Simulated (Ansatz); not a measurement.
These are B3LYP-D3(BJ)/def2-SVP run with Ansatz (a first-principles code) values and carry that method's errors. No frequencies were computed at this level.

Ansatz 0.2 input:
```yaml
crystal:
  periodic: [false, false, false]
  atoms:
    - { symbol: C, position_ang: [-0.140277, 1.314421, 0.397768] }
    - { symbol: N, position_ang: [0.080811, 0.155629, -0.440406] }
    - { symbol: C, position_ang: [-1.09079, -0.692603, -0.485877] }
    - { symbol: C, position_ang: [1.250537, -0.584322, -0.017998] }
    - { symbol: H, position_ang: [0.740138, 1.954442, 0.361623] }
    - { symbol: H, position_ang: [-0.992546, 1.87431, 0.015373] }
    - { symbol: H, position_ang: [-0.33817, 1.049186, 1.449435] }
    - { symbol: H, position_ang: [-1.358188, -1.104611, 0.50117] }
    - { symbol: H, position_ang: [-1.934979, -0.115648, -0.860754] }
    - { symbol: H, position_ang: [-0.905717, -1.520798, -1.16845] }
    - { symbol: H, position_ang: [1.15435, -0.988406, 1.003266] }
    - { symbol: H, position_ang: [1.415705, -1.413441, -0.704543] }
    - { symbol: H, position_ang: [2.119126, 0.071843, -0.050608] }
basis:
  gaussian: { orbitals: def2-svp }
hamiltonian:
  xc: b3lyp
  dispersion: d3bj
relax:
  max_steps: 150
```

Output:

```
Functional definition: B3LYP
1159 factors; integrals over basis functions are off by at most 3.0e-4 eV
mean field evaluation 1: about -4736.1560 eV, gradient 5.6e1 eV
mean field evaluation 2: about -4731.1094 eV, gradient 7.1e1 eV
mean field evaluation 4: about -4744.1061 eV, gradient 3.1e0 eV
mean field evaluation 8: about -4744.1511 eV, gradient 6.4e-2 eV
mean field -4744.15106417 eV, -174.3443359073 hartree, gradient 1.3e-5 eV, S^2 0.000000; 0 other end points of the search recorded, 0 dependent functions left out
reference -4744.15127847 eV, -174.3443437824 hartree; 17, 17 occupied and 84, 84 virtual orbitals, 1159 factors
relax step   1: F+E_penalty+E_count = -4744.53254352 eV  Δ(F+E_penalty+E_count) = +0.000e0 eV  max|allowed force component| = 4.114e-1 eV/Å  Δτ_max = 0.0000 Å  (24 SCF iters, accepted)
these checks for a lower state are left out or cut short: starts, cluster_reference, orbital_swaps, neighbouring_geometries, increment
1159 factors; integrals over basis functions are off by at most 3.2e-4 eV
mean field evaluation 16: about -4744.1523 eV, gradient 1.6e0 eV
mean field -4744.18746640 eV, -174.3456736644 hartree, gradient 7.6e-6 eV, S^2 0.000000; 0 other end points of the search recorded, 0 dependent functions left out
reference -4744.18768197 eV, -174.3456815865 hartree; 17, 17 occupied and 84, 84 virtual orbitals, 1159 factors
relax step   2: F+E_penalty+E_count = -4744.56569419 eV  Δ(F+E_penalty+E_count) = -3.315e-2 eV  max|allowed force component| = 2.099e-1 eV/Å  Δτ_max = 0.0258 Å  (27 SCF iters, accepted)
these checks for a lower state are left out or cut short: starts, cluster_reference, orbital_swaps, neighbouring_geometries, increment
1159 factors; integrals over basis functions are off by at most 3.3e-4 eV
mean field -4744.19167997 eV, -174.3458285101 hartree, gradient 7.3e-6 eV, S^2 0.000000; 0 other end points of the search recorded, 0 dependent functions left out
reference -4744.19189585 eV, -174.3458364437 hartree; 17, 17 occupied and 84, 84 virtual orbitals, 1159 factors
relax step   3: F+E_penalty+E_count = -4744.56899215 eV  Δ(F+E_penalty+E_count) = -3.298e-3 eV  max|allowed force component| = 7.755e-2 eV/Å  Δτ_max = 0.0126 Å  (27 SCF iters, accepted)
these checks for a lower state are left out or cut short: starts, cluster_reference, orbital_swaps, neighbouring_geometries, increment
1159 factors; integrals over basis functions are off by at most 3.3e-4 eV
mean field evaluation 32: about -4744.1919 eV, gradient 2.2e-4 eV
mean field -4744.19194430 eV, -174.3458382242 hartree, gradient 2.5e-5 eV, S^2 0.000000; 0 other end points of the search recorded, 0 dependent functions left out
reference -4744.19216020 eV, -174.3458461586 hartree; 17, 17 occupied and 84, 84 virtual orbitals, 1159 factors
relax step   4: F+E_penalty+E_count = -4744.56924224 eV  Δ(F+E_penalty+E_count) = -2.501e-4 eV  max|allowed force component| = 2.581e-2 eV/Å  Δτ_max = 0.0036 Å  (21 SCF iters, accepted)
these checks for a lower state are left out or cut short: starts, cluster_reference, orbital_swaps, neighbouring_geometries, increment
1159 factors; integrals over basis functions are off by at most 3.3e-4 eV
mean field -4744.19198969 eV, -174.3458398923 hartree, gradient 1.4e-5 eV, S^2 0.000000; 0 other end points of the search recorded, 0 dependent functions left out
reference -4744.19220559 eV, -174.3458478265 hartree; 17, 17 occupied and 84, 84 virtual orbitals, 1159 factors
relax step   5: F+E_penalty+E_count = -4744.56928818 eV  Δ(F+E_penalty+E_count) = -4.594e-5 eV  max|allowed force component| = 5.020e-3 eV/Å  Δτ_max = 0.0024 Å  (21 SCF iters, accepted)
1159 factors; integrals over basis functions are off by at most 3.3e-4 eV
mean field -4744.19198969 eV, -174.3458398923 hartree, gradient 1.4e-5 eV, S^2 0.000000; 1 other end points of the search recorded, 0 dependent functions left out
reference -4744.19220559 eV, -174.3458478265 hartree; 17, 17 occupied and 84, 84 virtual orbitals, 1159 factors
Total energy: -4744.56950408 eV, -174.3597132903 hartree
Atom 0 at    -0.140575     1.323181     0.397233 Å, force    -0.001188     0.004077     0.005005 eV/Å
Atom 1 at     0.076506     0.147351    -0.416947 Å, force    -0.000288    -0.000599     0.001579 eV/Å
Atom 2 at    -1.096667    -0.695678    -0.491561 Å, force    -0.005020    -0.003982     0.001474 eV/Å
Atom 3 at     1.258392    -0.586762    -0.020939 Å, force     0.004402    -0.003546     0.003358 eV/Å
Atom 4 at     0.745002     1.977707     0.364072 Å, force     0.000964     0.000849    -0.003711 eV/Å
Atom 5 at    -1.000021     1.897004     0.015355 Å, force     0.000461     0.000825    -0.003812 eV/Å
Atom 6 at    -0.343846     1.086442     1.469217 Å, force    -0.000259    -0.004484     0.002332 eV/Å
Atom 7 at    -1.392583    -1.128450     0.494164 Å, force     0.002141     0.000556     0.004516 eV/Å
Atom 8 at    -1.955286    -0.119999    -0.872503 Å, force     0.000857     0.001755    -0.003395 eV/Å
Atom 9 at    -0.918652    -1.535079    -1.182554 Å, force     0.001203     0.001292    -0.003488 eV/Å
Atom 10 at     1.190769    -1.008975     1.010407 Å, force    -0.003750     0.000284     0.003339 eV/Å
Atom 11 at     1.434276    -1.426262    -0.712358 Å, force     0.000117     0.001242    -0.003705 eV/Å
Atom 12 at     2.142685     0.069523    -0.053587 Å, force     0.000358     0.001732    -0.003495 eV/Å
Dipole moment:    -0.014560    -0.028044     0.079352 e Å
```

Cost: about 24 core-seconds (a rough figure).
